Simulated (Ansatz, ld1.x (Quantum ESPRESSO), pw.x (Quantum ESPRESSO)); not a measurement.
From atom to crystal: PAW potential for nickel (Ni)

```
Element                 : nickel
Generator               : ld1.x (Quantum ESPRESSO) 7.5
Type                    : PAW
Functional              : PBEsol
Relativity              : scalar-relativistic
Frozen core             : [Ar]
Valence charge          : 10
Reference configuration : 3d8 4s2 4p0
Partial waves           : 4s (bound): rcut 2.05, rcutus 2.40 bohr; 4s channel at 4.85 Ry: rcut 2.05, rcutus 2.40 bohr; 4p (bound, empty): rcut 1.80, rcutus 2.30 bohr; 4p channel at 5.25 Ry: rcut 1.80, rcutus 2.30 bohr; 3d (bound): rcut 0.90, rcutus 1.25 bohr; 3d channel at 2.8 Ry: rcut 0.90, rcutus 1.25 bohr
Local potential         : all-electron potential smoothed inside 1.60 bohr (lloc = -1)
Core correction         : none
Augmentation charge     : PSQ, inside the norm-conserving radii
```

Crystal test: bcc Ni in pw.x 7.5, no spin, 17³ k-points, Fermi–Dirac smearing 0.01 Ry, cutoffs 145/900 Ry. The reference is all-electron LAPW (Ansatz 0.2.0) with the same functional, mesh and smearing; V0 and B0 come from Birch–Murnaghan fits to the pressures at five volumes. Errors are pseudo minus all-electron; Δ is the rms difference of the E(V) curves that follow from these fits, minima aligned, over ±6 % about the mean V0. Mesh and smearing are coarse, so the numbers serve the comparison and aren't converged zero-temperature values; the lattice is a test structure that the element need not adopt. Spin polarisation and strong correlation are left out, which matters for this element.

```
V (Å³/atom)  P all-electron (GPa)  P pseudo (GPa)
      9.942                 12.33           14.89
     10.203                  5.42            7.58
     10.465                 -0.55            1.39
     10.727                 -5.70           -4.04
     10.988                -10.14           -8.69
```

All-electron: a0 = 2.754 Å (V0 = 10.44 Å³/atom), B0 = 224.2 GPa.

Pseudopotential: mean pressure error (GPa): +1.95; a0 (Å): 2.761; a0 error (%): +0.28; B0 error (%): +0.6; Δ (meV/atom): 4.4. The largest radius (2.40 bohr) exceeds half the bond length (2.25 bohr), so the spheres overlap, which is one possible source of error among others. Atomic configuration tests: 1 of 7 tests not solved or not reliable.

Question: At the middle volume, how do free energy and pressure move when the wave cutoff is lowered (ecutrho held at 900 Ry)?

Answer:

```csv
cutoff (Ry),shift of F (meV/atom),shift of P (GPa)
65,+239.1,-15.67
87,+121.2,-3.74
116,+5.4,-0.60
```

Input at the middle volume:

```
&control
  calculation='scf', prefix='x', pseudo_dir='./', outdir='./tmp', tstress=.true., disk_io='low'
/
&system
  ibrav=0, nat=1, ntyp=1, ecutwfc=145, ecutrho=900, nbnd=12,
  occupations='smearing', smearing='fd', degauss=0.01
/
&electrons
  conv_thr=1e-09, mixing_beta=0.4, electron_maxstep=70
/
ATOMIC_SPECIES
Ni 1.0 Ni.UPF
CELL_PARAMETERS angstrom
  -1.37792765 1.37792765 1.37792765
  1.37792765 -1.37792765 1.37792765
  1.37792765 1.37792765 -1.37792765
ATOMIC_POSITIONS crystal
Ni 0.0000 0.0000 0.0000
K_POINTS automatic
17 17 17 0 0 0
```

```bash
pw.x < Ni.scf.in > Ni.scf.out
```

Lines of the output:

```
Message from routine setup:
     using ibrav=0 with symmetry is DISCOURAGED, use correct ibrav instead
     lattice parameter (alat)  =       4.5101  a.u.
     unit-cell volume          =      70.6213 (a.u.)^3
     number of electrons       =        10.00
     number of Kohn-Sham states=           12
     kinetic-energy cutoff     =     145.0000  Ry
     charge density cutoff     =     900.0000  Ry
     scf convergence threshold =      1.0E-09
     Exchange-correlation= SLA  PW   PSX  PSC
     number of k points=   165  Fermi-Dirac smearing, width (Ry)=  0.0100
     iteration #  1     ecut=   145.00 Ry     beta= 0.40
     total energy              =    -183.12949852 Ry
     estimated scf accuracy    <       0.01901250 Ry
     iteration #  2     ecut=   145.00 Ry     beta= 0.40
     total energy              =    -183.13396133 Ry
     estimated scf accuracy    <       0.00649622 Ry
     iteration #  3     ecut=   145.00 Ry     beta= 0.40
     total energy              =    -183.13625538 Ry
     estimated scf accuracy    <       0.00087740 Ry
     iteration #  4     ecut=   145.00 Ry     beta= 0.40
     total energy              =    -183.13648246 Ry
     estimated scf accuracy    <       0.00080911 Ry
     iteration #  5     ecut=   145.00 Ry     beta= 0.40
     total energy              =    -183.13641601 Ry
     estimated scf accuracy    <       0.00067569 Ry
     iteration #  6     ecut=   145.00 Ry     beta= 0.40
     total energy              =    -183.13645241 Ry
     estimated scf accuracy    <       0.00000915 Ry
     iteration #  7     ecut=   145.00 Ry     beta= 0.40
     total energy              =    -183.13645862 Ry
     estimated scf accuracy    <       0.00001533 Ry
     iteration #  8     ecut=   145.00 Ry     beta= 0.40
     total energy              =    -183.13645864 Ry
     estimated scf accuracy    <       0.00000108 Ry
     iteration #  9     ecut=   145.00 Ry     beta= 0.40
     total energy              =    -183.13645908 Ry
     estimated scf accuracy    <       0.00000188 Ry
     iteration # 10     ecut=   145.00 Ry     beta= 0.40
     total energy              =    -183.13645885 Ry
     estimated scf accuracy    <       0.00000092 Ry
     iteration # 11     ecut=   145.00 Ry     beta= 0.40
     total energy              =    -183.13645888 Ry
     estimated scf accuracy    <       0.00000003 Ry
     iteration # 12     ecut=   145.00 Ry     beta= 0.40
     total energy              =    -183.13645889 Ry
     estimated scf accuracy    <          2.4E-09 Ry
     iteration # 13     ecut=   145.00 Ry     beta= 0.40
     total energy              =    -183.13645889 Ry
     estimated scf accuracy    <          3.7E-09 Ry
     iteration # 14     ecut=   145.00 Ry     beta= 0.40
     the Fermi energy is    13.9762 ev
!    total energy              =    -183.13645889 Ry
     estimated scf accuracy    <          7.1E-10 Ry
     smearing contrib. (-TS)   =      -0.00885846 Ry
     The total energy is F=E-TS. E is the sum of the following terms:
     one-electron contribution =      -8.77898948 Ry
     hartree contribution      =      20.23199963 Ry
     xc contribution           =     -13.15906316 Ry
     ewald contribution        =     -69.88028024 Ry
     one-center paw contrib.   =    -111.54126719 Ry
     convergence has been achieved in  14 iterations
          total   stress  (Ry/bohr**3)                   (kbar)     P=       13.85
```

The run at the middle volume (165 k-points, 14 iterations) took about 1.7 min on one core of a shared host (Neoverse-V1, 32 threads, 247 GiB, load 29).
